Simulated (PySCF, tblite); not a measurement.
A complex of ammonium and 2 × hydrogen sulfide

A gas-phase complex of ammonium and 2 × hydrogen sulfide; charge +1, singlet. The structure comes from a short search (6 tight-binding starts) and was relaxed by PBE0-D3(BJ)/def2-SVPD; another way of binding may lie lower. No frequency run checks that it is a minimum.

Parts: 1 = ammonium ([NH4+]), atoms 1–5, charge +1; 2 = hydrogen sulfide (S), atoms 6–8; 3 = hydrogen sulfide (S), atoms 9–11.

```xyz
11

N     0.596    0.765    0.726
H    -0.389    0.491    0.752
H     0.810    1.400    1.538
H     1.202   -0.095    0.800
H     0.785    1.250   -0.154
S     2.380   -1.934    1.133
H     3.294   -1.816    0.142
H     3.232   -1.461    2.072
S     1.516    2.511    3.336
H     0.383    2.560    4.074
H     1.393    3.794    2.925
```
(Å; atoms numbered from 1)

Contacts between parts, classed by geometry: H4···S6 2.209 Å (hydrogen bond, 175°); H3···S9 2.228 Å (hydrogen bond, 171°).

Interaction energies are complex less parts, with the parts frozen as they stand in it; counterpoise-corrected, in kcal/mol (PySCF).

Q: Give the interaction energy at each level run.

A: 
```json
{"level": "wB97M-D3(BJ)/def2-TZVPD", "interaction": "-25.37", "superposition error removed": "-0.31"}
{"level": "PBE0-D3(BJ)/def2-TZVPD", "interaction": "-28.23", "superposition error removed": "-0.25"}
```

Q: What holds them together? Decompose the wB97M-D3(BJ)/def2-TZVPD energy: frozen parts, their antisymmetrised product, then relaxation.

A: electrostatic -23.9, Pauli repulsion +24.5, orbital relaxation -23.8, dispersion correction -2.4 kcal/mol, which sum to the value before the counterpoise correction; the Pauli term holds the exchange-correlation of the frozen density too. Of the attraction, 48 % is electrostatic, 48 % is orbital relaxation, 5 % is dispersion correction.

The parts were also relaxed and run alone, at the levels used for the complex: shieldings by PBE0/pcSseg-2.

Values alone: N1–H4 bond (Å): 1.027; shielding of H4 (ppm): 26.38; shielding of S6 (ppm): 704.4; shielding of H3 (ppm): 26.38; shielding of S9 (ppm): 704.4.

Q: How do these values change when the complex forms?

A: 
```
             property  alone  in the complex  change
       N1–H4 bond (Å)  1.027           1.056  +0.028
shielding of H4 (ppm)  26.38           20.34   -6.04
shielding of S6 (ppm)  704.4           690.9   -13.5
shielding of H3 (ppm)  26.38           20.76   -5.61
shielding of S9 (ppm)  704.4           692.9   -11.6
```
